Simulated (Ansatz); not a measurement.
Compare A (`CC1N=C1S`) with its isomer B (`C1=NCCS1`).

Gas-phase electronic energies from Ansatz, PBE0-D4/def2-TZVP geometries. CBS: MP2 limit from def2 TZ/QZ plus the TZ coupled-cluster correction, frozen cores. Functionals use def2-TZVPP. B3LYP here is the variant with VWN-RPA as its local correlation; programs differ in this. Each species was taken in one conformer, which may not be the lowest.

Problem. Which is lower in electronic energy at CCSD(T)/CBS, and by how much? (Best estimate.)

Solution. Ansatz gave: B, by 146.2 kJ/mol.

Problem. Give E(B) − E(A) in kJ/mol with ωB97M-V, CCSD/def2-TZVPP, CCSD(T)/def2-TZVPP, B3LYP, PBE-D4, r2SCAN-D4, HF/def2-TZVPP. (An estimate is asked.)

Solution. The calculation gave: ωB97M-V -140.6, CCSD/def2-TZVPP -141.9, CCSD(T)/def2-TZVPP -142.5, B3LYP -134.2, PBE-D4 -137.3, r2SCAN-D4 -140.1, HF/def2-TZVPP -142.4. None reverses the order clearly.

Largest T1 diagnostic: 0.014.

From PBE to PBE0 (25 % exact exchange), in def2-TZVPP and without D4, E(B) − E(A) moves by −7.3 kJ/mol. The D4 term adds −5.3 kJ/mol with B3LYP and −2.3 kJ/mol with PBE0; it sums over pairs of atoms, weighted by their polarisabilities, and B3LYP, whose exchange is more repulsive, gets the larger term.
